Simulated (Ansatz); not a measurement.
Basis-set extrapolation for C4H6OS (`C=CC(=S)OC`) (PBE0-D4/def2-TZVP geometry, frozen core, Ansatz). Multiplicity 1, RHF reference.

```json
{"": "HF", "def2-TZVPP": "-627.422750", "def2-QZVPP": "-627.444231"}
{"": "MP2 correlation", "def2-TZVPP": "-1.055298", "def2-QZVPP": "-1.130805"}
{"": "CCSD(T) correlation", "def2-TZVPP": "-1.149488", "def2-QZVPP": "not run"}
```

Energies in hartree. Use E(X) = E(∞) + A·exp(−7.88·√X) for Hartree–Fock and E(X) = E(∞) + B·X^(−2.97) for correlation, with X = 3 and 4, and add CCSD(T) minus MP2 of the smaller set to the MP2 limit.

Task: What is the CCSD(T) energy at the basis-set limit?

Result: HF limit: -627.444231 + (-0.021481) × 0.13774 = -627.44719. MP2 limit: -1.130805 + (-0.075507) × 0.74074 = -1.18674. Higher-order term: -1.149488 − (-1.055298) = -0.09419. Total: -628.72812 hartree, 4.24 eV below CCSD(T)/def2-TZVPP.
